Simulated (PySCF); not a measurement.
C2H5, SMILES [CH2]C, multiplicity 2. Geometry: r2SCAN-D4/def2-TZVP. The isomer is the one that the SMILES or the coordinates give; other isomers of the formula were not compared.

Computed equilibrium geometry at r2SCAN-D4/def2-TZVP (PySCF confirms it by a frequency run) as Cartesian coordinates in Å, and its point group:
point group Cs.
```xyz
7

C      0.7908    -0.0183     0.0000
C     -0.6906    -0.0020     0.0000
H      1.3479     0.0404    -0.9265
H      1.3479     0.0404     0.9265
H     -1.0896     1.0247     0.0000
H     -1.1038    -0.4919    -0.8857
H     -1.1038    -0.4919     0.8857
```
Charge 0, spin multiplicity 2.
